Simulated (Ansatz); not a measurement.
A structure drawn as `CCCCF`, with this starting geometry:

Cartesian coordinates in Å:
```
C -1.3517 0.6418 1.1518
C -0.4794 -0.3575 0.4737
C 0.5109 0.3613 -0.3955
C 1.4487 -0.6061 -1.2197
F 0.7136 -1.4029 -1.9670
H -0.8421 1.2929 1.8204
H -1.9750 1.2131 0.4484
H -2.1081 0.0579 1.7858
H -1.1161 -1.0152 -0.1420
H 0.0485 -0.9378 1.2058
H -0.0439 0.9817 -1.1655
H 1.1080 1.0813 0.1474
H 1.9453 -1.2634 -0.4015
H 2.1413 -0.0469 -1.7421
```

Charge 0, multiplicity 1.

Relax it with Ansatz at PBE-D4/def2-SVP and then PBE0-D4/def2-TZVP. Is the drawn bonding still there?

Yes, every drawn bond is still there and no new one forms.

Give the relaxed structure. (An estimate is asked.)

The calculation gave: 
Z-matrix (Å, degrees):
```
C
C 1 1.518
H 1 1.092 2 111.5
H 1 1.094 2 111.3 3 120.2
H 1 1.094 2 111.1 3 -120.0
C 2 1.520 1 112.7 3 -179.9
H 2 1.094 1 109.9 3 58.3
H 2 1.096 1 109.8 3 -58.2
C 6 1.506 2 113.6 1 -179.1
H 6 1.097 2 110.0 1 60.1
H 6 1.096 2 110.1 1 -56.9
F 9 1.387 6 110.4 2 63.3
H 9 1.096 6 111.3 2 -55.7
H 9 1.094 6 111.5 2 -177.5
```
All modes are real.

Atoms count as bonded under 1.1 times the sum of their covalent radii (H–H under 0.85 Å, pairs among N, O and F under 1.55 Å), and a drawn bond as lost past 1.3 times.
